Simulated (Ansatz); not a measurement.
## A ladder of methods for CH2FP (SMILES [H]/P=C/F)

CH2FP has 5 atoms, charge 0, and is taken as a singlet. As SMILES, `[H]/P=C/F`. The shape is that of a GFN2-xTB optimisation.

```tsv
atom	x (Å)	y (Å)	z (Å)
F	-0.4582	-1.5441	0.7059
C	-0.2810	-0.3669	0.0905
P	1.1581	0.4689	0.2459
H	-1.1595	-0.0862	-0.4760
H	0.7407	1.5283	-0.5663
```

Each level gives the energy change with the C2–H4 bond stretched from 1.082 to 1.623 Å (eV). The values are calculated.

```
                        level                    kind  program  value (eV)  less FCI/STO-3G  CPU time (all runs)
     BLYP/STO-3G (restricted)                     GGA   Ansatz        1.86            -0.18                2.3 s
   r2SCAN/STO-3G (restricted)                meta-GGA   Ansatz        2.14            +0.10                5.7 s
CAM-B3LYP/STO-3G (restricted)  range-separated hybrid   Ansatz        2.34            +0.30                2.6 s
    HSE06/STO-3G (restricted)  range-separated hybrid   Ansatz        2.30            +0.26                2.8 s
   B2PLYP/STO-3G (restricted)           double hybrid   Ansatz        2.28            +0.24                3.3 s
  RPA@PBE/STO-3G (restricted)                     RPA   Ansatz        1.99            -0.05                3.3 s
  CCSD(T)/STO-3G (restricted)   coupled cluster or CI   Ansatz        2.05            +0.01               0.38 s
     CCSD/STO-3G (restricted)   coupled cluster or CI   Ansatz        2.10            +0.06               0.37 s
                   FCI/STO-3G      exact in the basis   Ansatz        2.04             0.00                 44 s
```

FCI/STO-3G is exact within its basis and frozen core, so for wave-function methods in that basis the difference is their error; functionals converge differently with the basis, so for them it is only a difference. The first shape isn't each level's own minimum. The values span 1.86 to 2.34 eV. All rows use very small basis sets, so even the best lies far from the true value. Times are those of the runs behind each value, whatever else they computed, on shared processors of several kinds: orders of magnitude only.
